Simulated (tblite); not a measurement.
Piperazine, C₄H₁₀N₂.
SMILES with atom numbers: `[CH2:1]1[CH2:2][NH:3][CH2:4][CH2:5][NH:6]1` (hydrogens: H7, H8 on C1; H9, H10 on C2; H11 on N3; H12, H13 on C4; H14, H15 on C5; H16 on N6)

Computed with GFN2-xTB (tblite), gas phase: Langevin dynamics at 300 K from the optimised GFN2-xTB geometry, time step 0.5 fs, friction 0.01 fs⁻¹, 2000 steps.

Start geometry:
```
atom  x, y, z in Å
C1     -1.116    0.641    0.610
C2     -1.201   -0.763   -0.010
N3      0.080   -1.453    0.010
C4      1.115   -0.640   -0.611
C5      1.201    0.764    0.010
N6     -0.081    1.454   -0.011
H7     -0.872    0.559    1.675
H8     -2.071    1.163    0.516
H9     -1.509   -0.681   -1.059
H10    -1.935   -1.375    0.518
H11     0.341   -1.641    0.975
H12     2.070   -1.161   -0.519
H13     0.868   -0.556   -1.676
H14     1.509    0.682    1.058
H15     1.934    1.376   -0.519
H16    -0.341    1.641   -0.977
```

The statistics below take the 31 frames saved every 25 fs from 250 to 1000 fs; their kinetic temperature (all 3N coordinates) averages 319 K.

Q: How do the bond lengths spread?

A: 
```tsv
bond	start (Å)	mean (Å)	standard deviation (Å)	shortest (Å)	longest (Å)
C1–C2	1.538	1.541	0.031	1.461	1.605
C2–N3	1.456	1.459	0.038	1.384	1.542
N3–C4	1.456	1.464	0.029	1.415	1.519
C4–C5	1.537	1.538	0.025	1.489	1.614
C5–N6	1.456	1.455	0.027	1.400	1.509
C1–N6	1.456	1.459	0.025	1.405	1.528
C1–H7	1.096	1.099	0.032	1.034	1.191
C1–H8	1.092	1.101	0.038	1.030	1.171
C2–H9	1.096	1.098	0.025	1.048	1.145
C2–H10	1.092	1.099	0.034	1.035	1.172
N3–H11	1.017	1.021	0.019	0.985	1.058
C4–H12	1.092	1.094	0.023	1.047	1.138
C4–H13	1.096	1.097	0.021	1.057	1.136
C5–H14	1.096	1.103	0.028	1.050	1.152
C5–H15	1.092	1.093	0.023	1.034	1.139
N6–H16	1.017	1.018	0.021	0.976	1.058
```

Q: Give the same statistics for bond angles, one of each kind among heavy atoms.

A: 
| angle | start (°) | mean (°) | standard deviation (°) | smallest (°) | largest (°) |
| --- | --- | --- | --- | --- | --- |
| C2–C1–N6 | 112.2 | 112.0 | 2.8 | 103.0 | 116.0 |
| C2–N3–C4 | 110.8 | 111.0 | 2.9 | 105.5 | 116.8 |

Q: How far does each atom move about its mean position (frames aligned on the start, all atoms weighted alike), and what rms force does it feel?

A: 
```tsv
atom	rms displacement (Å)	rms force (eV/Å)
C1	0.07	2.14
C2	0.06	2.10
N3	0.08	1.84
C4	0.06	1.60
C5	0.05	1.79
N6	0.07	1.74
H7	0.14	1.04
H8	0.14	1.25
H9	0.12	0.83
H10	0.13	1.10
H11	0.18	0.92
H12	0.13	0.77
H13	0.14	0.85
H14	0.14	0.94
H15	0.13	0.85
H16	0.14	0.98
```

The displacements run from 0.05 to 0.18 Å, the largest at H11.

Q: How widely does the potential energy scatter, against a harmonic estimate?

A: Mean 0.54 eV above the start, standard deviation 0.108 eV, range 0.35 to 0.79 eV. For 42 classical harmonic modes at 300 K the canonical values are 42kT/2 = 0.54 eV and kT·√(42/2) = 0.118 eV.

The run is classical and short, so these are rough statistics of one trajectory.

What follows is the cost of the whole dynamics run. On one thread of an Arm Neoverse V2, shared host, this took 6.8 s and 0.19 GiB of memory at its peak.
